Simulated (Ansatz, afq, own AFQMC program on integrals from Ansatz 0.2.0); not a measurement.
Where AFQMC and coupled cluster stand for CH₄FSi, doublet

```xyz
7

C    -0.7284   -1.0416   -0.1392
Si    0.6261    0.1586    0.3379
F     2.0404   -0.3744   -0.2861
H    -0.4778   -2.0542    0.2193
H    -1.6827   -0.7366    0.3181
H    -0.8653   -1.0850   -1.2299
H     0.7971    0.2237    1.8276
```

Basis def2-SVP. Only valence electrons are correlated. AFQMC by an in-house program on the Cholesky factors that Ansatz 0.2.0 writes for its CCSD(T) run. ph-AFQMC/CISD is guided by a CISD state made of CCSD amplitudes; releasing the constraint for a short imaginary time cuts its bias at the price of noise, slowly where states lie close. Error bars are statistical, one sigma.

Determinant: UHF, the one that the program's search chose, which needn't be the lowest solution. The geometry is a PBE0/def2-SVP stationary point of this or a neighbouring charge and spin state.

No full CI on the walks' own integrals is used here; CCSDT(Q) serves as the reference and is uncertain by about the last step of the cluster series.

The T1 diagnostic is 0.0124. The weight of the determinant in the CISD state is 0.864. The ⟨S²⟩ of the determinant is 0.752 and the size of the correlated space is 19 electrons in 59 orbitals.

```
  level  correlation energy (eV)
    MP2                 -11.2267
   CCSD                 -12.0883
CCSD(T)                 -12.3405
```

Q: Estimate where AFQMC with the constraint released lies against CCSD(T) on the same integrals.

A: 4.7 ± 0.6 kJ/mol below CCSD(T).

Reference: CCSDT(Q), correlation energy -12.386 eV. The released energy is read at 0.99 1/Eh, later times being too noisy (meV from the phaseless value at times in 1/Eh: 2 ± 5 at 0.24, -2 ± 6 at 0.51, -4 ± 6 at 0.99, -1 ± 10 at 1.50).

```
         level  E − E(reference) (kJ/mol)  share of correlation (%)
       CCSD(T)                        4.4                     99.64
         CCSDT                        2.0                     99.84
 ph-AFQMC/CISD                  0.1 ± 0.4                     99.99
released AFQMC                 -0.3 ± 0.6                    100.03
```

Released energies are given only where the last usable release times agree within the noise; a slower fall can still hide under it.
